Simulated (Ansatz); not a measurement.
A made-up structure of CHCl2, doublet:

```
4
angstrom
Cl 0.1376 0.0742 -0.1305
C -1.4797 0.2880 -0.5718
Cl 0.6937 -1.6098 0.8777
H 0.8841 1.1635 0.0272
```

It is relaxed with PBE-D4/def2-SVP and then PBE0-D4/def2-TZVP (Ansatz 0.2.0). Atoms count as bonded within 1.22 times the sum of their covalent radii (H–H: 0.88 Å). The end point is not checked to be a true minimum.

Question: Does its bonding change? (Judge from chemistry; the calculation decides.)

Answer: The calculation gives: Yes. Formed: Cl3–H4; broken: Cl1–Cl3, Cl1–H4.

Where it ends: The first stage lowers the energy by 5.23 eV in 17 steps. It ends as a complex of CCl + HCl:
Cl1  (-0.735, 0.635, -1.889)
C2  (-0.921, 0.526, -0.275)
Cl3  (1.441, -0.918, 1.491)
H4  (0.451, -0.328, 0.876)
(Å)

For scale, one of the runs: PBE0-D4/def2-TZVP relaxation, 111 basis functions, launched by `ansatz run in.yaml --threads 2 --pin off --events-out ev --progress --plain --max-ram 4352MiB`. The run took about 100 s on 2 CPU threads of an Arm Neoverse V2 (shared host).
